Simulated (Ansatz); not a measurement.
[BH$_{2}$···H···CH$_{2}$], triplet in cc-pVDZ: errors against UCCSDT(Q)

Geometry: a point of a hydrogen-transfer path between rigid fragments, not a stationary point.

```xyz
7

B    -1.3349    0.0000    0.0000
H    -1.9316    1.0336    0.0000
H    -1.9316   -1.0336    0.0000
H    -0.1414    0.0000    0.0000
C     1.2571    0.0000    0.0000
H     1.6716    0.0000    0.9962
H     1.6716    0.0000   -0.9962
```

Basis cc-pVDZ; Ansatz 0.2.0. Only valence electrons are correlated (noble-gas cores frozen), which leaves 12 electrons in 51 orbitals. Prefix R: restricted or restricted open-shell reference; prefix U: unrestricted. Active spaces: pair = (4e, 4o) about the gap.

Full CI isn't at hand for all of this; UCCSDT(Q) serves as the reference, and is uncertain by about the last step of the cluster series. The frozen core follows each run's orbitals, which can shift R against U totals by a few meV.

For open shells CISD is restricted-active-space CI with the open shells as a complete middle space.

```
UHF ⟨S²⟩                          : 2.027
T1 diagnostic (RCCSD)             : 0.0206
largest doubles amplitude (RCCSD) : 0.039
T1 diagnostic (UCCSD)             : 0.0116
```

| level | E − E(UCCSDT(Q)) (kJ/mol) | share of correlation (%) | wall time |
| --- | --- | --- | --- |
| RHF | 680.8 | 0.00 | – |
| UHF | 655.8 | 3.67 | – |
| RMP2 | 129.3 | 81.01 | – |
| UMP2 | 130.3 | 80.87 | – |
| CISD | 64.9 | 90.46 | 9.5 s |
| RCCSD | 15.6 | 97.71 | – |
| UCCSD | 15.2 | 97.77 | – |
| RCCSD(T) | 2.9 | 99.57 | 7.5 s |
| UCCSD(T) | 2.9 | 99.57 | 7.5 s |
| BCCD(T) | 2.9 | 99.57 | 3.2 s |
| RCCSDT | 0.6 | 99.91 | – |
| UCCSDT | 0.5 | 99.93 | – |
| RCCSDT(Q) | 0.1 | 99.99 | 97 s |

The correlation energy at UCCSDT(Q), counted from RHF, is -7.056 eV. That run took 80 s on 1 thread of Arm Neoverse V1, shared host.

Run but not shown, since their state or frozen core can't be matched to the reference's or they repeat it: CASSCF (pair space), NEVPT2 (pair space).

Times hold each run's SCF and search for its determinant on a shared host, so for small cases they say little of a method's own cost; they ran on 1 thread of Arm Neoverse V1.
